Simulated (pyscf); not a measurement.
One four-centre exchange on the singlet surface with elements of a group swapped. ωB97M-D3(BJ)/def2-TZVP, kcal/mol, from the separated reactants. Optimised with ωB97X-D3(BJ)/def2-SVP in PySCF.

```json
[
 {"step": "CH₄ + HO–Sn(OH)(OH)–OH → H₃C–Sn(OH)(OH)–OH + H₂O", "barrier": "___", "reaction energy": "___", "imaginary mode (i cm⁻¹)": "1468"},
 {"step": "CH₄ + HO–Si(OH)(OH)–OH → H₃C–Si(OH)(OH)–OH + H₂O", "barrier": "64.8", "reaction energy": "+28.8", "imaginary mode (i cm⁻¹)": "1256"}
]
```

**Question.** What belongs in the gaps?

**Answer.** 
- CH₄ + HO–Sn(OH)(OH)–OH → H₃C–Sn(OH)(OH)–OH + H₂O, barrier: 41.0
- CH₄ + HO–Sn(OH)(OH)–OH → H₃C–Sn(OH)(OH)–OH + H₂O, reaction energy: +7.9

Row 1: On the product side the descent ends in an adduct with a O–Sn contact (not fully relaxed), 13.5 kcal/mol under the separated species and 46.2 kcal/mol under the saddle at ωB97X-D3(BJ)/def2-TZVP. Row 2: On the product side the descent ends in a bound adduct, 9.3 kcal/mol under the separated species and 46.1 kcal/mol under the saddle at ωB97X-D3(BJ)/def2-TZVP. Each row is the saddle that its search found. Elements past Kr carry the def2 core potentials, without spin-orbit coupling.
